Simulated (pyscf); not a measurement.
O=Cr(=O)(F)–F (SMILES [O]=[Cr](=[O])([F])[F]) + H₂O (SMILES O) -> O=Cr(=O)(OH)–F (SMILES [O]=[Cr](=[O])([OH])[F]) + HF (SMILES F), a four-centre exchange (singlet surface; Cr–F, H–O broken, Cr–O, F–H formed). Optimised with ωB97X-D3(BJ)/def2-SVP in PySCF. Energies in kcal/mol from the separated reactants.

Small-basis levels: PySCF, no dispersion term, spherical d functions. AM1 to PM7: differences of heats of formation from MOPAC, which are fitted to 298 K values and so differ in kind from electronic energies by zero-point and thermal terms. GFN2-xTB: tblite. Cost: rough CPU time at the saddle relative to B3LYP/6-31G*+LANL2DZ, from one job on a shared machine.

```tsv
level	barrier	reaction energy	cost
HF/3-21G	-1.3	+2.1	0.1
HF/6-31G*+LANL2DZ	24.7	+6.8	0.2
MP2/6-31G*+LANL2DZ	9.3	+7.3	0.2
SVWN5/6-31G*+LANL2DZ	-6.4	+6.9	1
B3LYP/STO-3G	-9.6	+16.8	0.7
B3LYP/3-21G	-14.7	+6.5	0.6
B3LYP/6-31G*+LANL2DZ	11.0	+8.3	1
PBE/def2-SVP	3.0	+4.1	1
B3LYP/def2-SVP	7.5	+3.2	1
GFN2-xTB	22.2	+26.6	under 0.02
PM6	22.2	+20.7	under 0.02
PM7	19.1	+2.4	under 0.02
ωB97M-D3(BJ)/def2-TZVP	12.7	+2.2	–
```

Against the last row the barrier runs from -27.3 (B3LYP/3-21G) to +12.0 kcal/mol (HF/6-31G*+LANL2DZ). At HF/3-21G, SVWN5/6-31G*+LANL2DZ, B3LYP/STO-3G, B3LYP/3-21G, PBE/def2-SVP, GFN2-xTB this geometry lies under one side, so the entry may be no barrier of that level: it is a single point on another level's saddle. ωB97M-D3(BJ)/def2-TZVP has limits of its own. On the reactant side the descent ends in a complex, 4.6 kcal/mol under the separated species and 16.9 kcal/mol under the saddle at ωB97X-D3(BJ)/def2-TZVP. One saddle was located; it need not be the lowest between these sides.
